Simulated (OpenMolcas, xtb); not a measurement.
## AlPH4O (SMILES [AlH2][O]P): methods side by side

AlPH4O: 7 atoms, total charge 0, spin state singlet. As SMILES, `[AlH2][O]P`. Geometry: a GFN2-xTB relaxation, a rough one for these elements and not checked as a minimum. This is one conformer, not always the lowest.

```tsv
atom	x (Å)	y (Å)	z (Å)
Al	-1.2351	0.3349	-0.8347
O	0.2601	-0.0039	-0.1860
P	1.7665	-0.3376	0.4464
H	-1.7812	-0.5596	-1.9475
H	-2.0146	1.5167	-0.2520
H	1.6412	0.5008	1.5669
H	1.3631	-1.4514	1.2069
```

Quantity: the dipole moment, in D. The values are calculated.

| level | kind | program | value (D) | CPU time |
| --- | --- | --- | --- | --- |
| GFN2-xTB | semi-empirical | xtb | 1.28 | under 2 s |
| GFN0-xTB | semi-empirical | xtb | 0.27 | under 2 s |
| GFN1-xTB | semi-empirical | xtb | 0.95 | under 2 s |
| HF/STO-3G | Hartree–Fock | OpenMolcas | 0.08 | 2.9 s |
| HF/3-21G | Hartree–Fock | OpenMolcas | 0.64 | 3.3 s |
| HF/def2-SVP | Hartree–Fock | OpenMolcas | 0.62 | 6.6 s |
| HF/cc-pVTZ (RICD fitting) | Hartree–Fock | OpenMolcas | 0.53 | 24 s |
| BP86/6-311G** | GGA | OpenMolcas | 0.66 | 45 s |
| B3LYP/6-31G* (spherical functions) | global hybrid | OpenMolcas | 0.69 | 26 s |
| B3LYP/6-31G* (Cartesian functions) | global hybrid | OpenMolcas | 0.69 | 27 s |

The values span 0.08 to 1.28 D. Magnitudes only: a small dipole may point the other way at some levels. Sets without polarisation functions give poor dipoles. Without the sets that lack polarisation functions the rows with a basis span only 0.53 to 0.69 D. CPU times are rough (shared hosts, several kinds of processor): they show what a rung costs within a factor of a few.
